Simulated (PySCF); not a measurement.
**SiS+: bond curves at several levels of theory**

What are the lowest state that PBE0 finds, the bond length, vibrational wavenumber and bond energy of SiS+, and how much do these hang on the method?

Program: PySCF 2.14.0. Level of theory: Si pcseg-1, S pcseg-1, no relativity. These are calculated values, not measurements.

## 1. Input

A driver script around PySCF takes these settings:

| Property | Result |
| --- | --- |
| atoms | Si, S |
| charge | 1 |
| basis | Si pcseg-1, S pcseg-1 |
| Hamiltonian | no relativity |
| basis functions | 36 |
| electrons treated | 29 |
| masses in u | 27.9769, 31.9721 |
| levels | PBE0, PBE, r²SCAN, BP86, r²SCAN0, MN15, HF, MP2, SCS-MP2, CCSD, CCSD(T) |
| grid | 80 radial by 434 angular points |
| occupations | held fixed by the projection of orbital angular momentum |
| dissociation limit | Si+ + S, each in its ground configuration |
| starting distance in angstrom | 2.200 |
| values of 2S to try | 1, 3 |

Started as:

```sh
$ OMP_NUM_THREADS=1 python dia.py task.json out
```

Further steps of the session: The PBE0 curve of the state that the search chose; Other states along the same grid; PBE; r²SCAN (meta-GGA); BP86; r²SCAN0; MN15 (hybrid meta-GGA); UHF (mean field); Adding correlation.

**Question.** What will these runs give? Wanted: for each run, Re; ωe; De; μ.

As calculated:

Lowest PBE0 solution found, without spin–orbit coupling: ²Π (doublet), unpaired electrons π ↑. State 2 has its PBE0 minimum 0.07 eV higher. State 3 has its PBE0 minimum 2.64 eV higher. The other levels ran on the lowest alone.

```tsv
level	Re (Å)	ωe (cm⁻¹)	De (eV)	μ (D)
UHF	2.063	623	2.16	-3.15
UHF-MP2	2.074	610	3.30	n/a
UHF-SCS-MP2	2.077	605	3.21	n/a
UHF-CCSD	2.079	601	3.20	n/a
UHF-CCSD(T)	2.088	585	3.35	n/a
PBE	2.112	555	4.06	-2.51
BP86	2.115	551	4.03	-2.54
r²SCAN	2.091	578	3.93	-2.48
PBE0	2.083	591	3.78	-2.64
r²SCAN0	2.073	602	3.68	-2.63
MN15	2.063	608	3.91	-2.67
```

De is counted to Si+ + S in their ground configurations. A positive dipole points from Si to S; in an ion it is taken about the centre of mass and does not tell which atom is negative.

What this shows: Bond lengths run from 2.063 Å (MN15) to 2.115 Å (BP86). Of the levels with a De here, UHF gives the least (2.16 eV) and PBE the most (4.06 eV).

Correlated steps freeze 10 core orbitals. T1 is 0.027 near the minimum (highest on the curve 0.051), which may point to more than one leading configuration.
